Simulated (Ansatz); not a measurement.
This geometry of CH2NSi (5 atoms, charge 0, multiplicity 2) is a first-order saddle point.

The calculation used UKS B3LYP/def2-mTZVP in Ansatz 0.2.0.

```xyz
5
Properties=species:S:1:pos:R:3
N -1.070 -0.566 -0.434
C -0.049 -0.196 0.018
Si 1.598 0.155 0.804
H -1.901 -1.001 -0.774
H 1.423 1.608 0.385
```

Q: Which two structures does it join? (They come from a converged band through this point; their orientation in space is the band's.)

A: No bond is made or broken.  The two ends are copies of one structure, up to a mirror image or an exchange of like atoms.

Initial state:

```xyz
5
Properties=species:S:1:pos:R:3
N -1.222 -0.548 -0.178
C -0.117 -0.201 0.115
Si 1.557 0.142 0.797
H -1.664 -0.953 -0.994
H 1.445 1.561 0.260
```

Final state:

```xyz
5
Properties=species:S:1:pos:R:3
N -0.925 -0.746 -0.641
C -0.032 -0.259 -0.016
Si 1.452 0.213 0.965
H -1.935 -0.769 -0.570
H 1.439 1.561 0.261
```

Q: How far does it lie above each of them?

A: 0.099 eV above the first and 0.099 eV above the second. This is the barrier of this one path; another mechanism may lie lower.

The run took 21 min on 1 CPU thread of a shared host.
